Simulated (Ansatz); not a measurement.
C₃H₅FS (`C=C(S)CF`), relaxed with RKS PBE-D4/def2-SVP in the Gaussian-basis code of Ansatz from a rough embedded geometry. The force threshold is 0.03 eV/Å; the program also tests the step.

Charge 0, multiplicity 1.

Start:

```xyz
10

C    -1.332   -0.760    0.057
C    -0.307    0.018   -0.240
S    -0.447    0.947   -1.683
C     0.987    0.137    0.504
F     0.942   -0.608    1.691
H    -2.217   -0.894   -0.471
H    -1.261   -1.384    1.003
H     0.759    1.554   -1.724
H     1.066    1.155    0.886
H     1.810   -0.163   -0.023
```

(1) How much energy does the relaxation release, and in how many steps? (Estimate.)

(2) Which bonds change most? (Best estimate.)

(3) Give the relaxed structure. (Best estimate.)

## Answers

(1) Computed: 48.48 kJ/mol, in 13 steps, 2 of them rejected.

(2) The calculation gave: C4–H10 from 1.022 to 1.117 Å; C1–H6 from 1.039 to 1.099 Å; C2–S3 from 1.722 to 1.780 Å; C1–H7 from 1.135 to 1.100 Å.

(3) Ansatz gave: 
```xyz
10

C    -1.321   -0.799    0.094
C    -0.322    0.045   -0.226
S    -0.473    1.193   -1.578
C     0.935    0.181    0.596
F     0.981   -0.736    1.625
H    -2.226   -0.882   -0.525
H    -1.239   -1.412    1.003
H     0.840    1.165   -1.952
H     0.996    1.210    1.019
H     1.830    0.035   -0.056
```
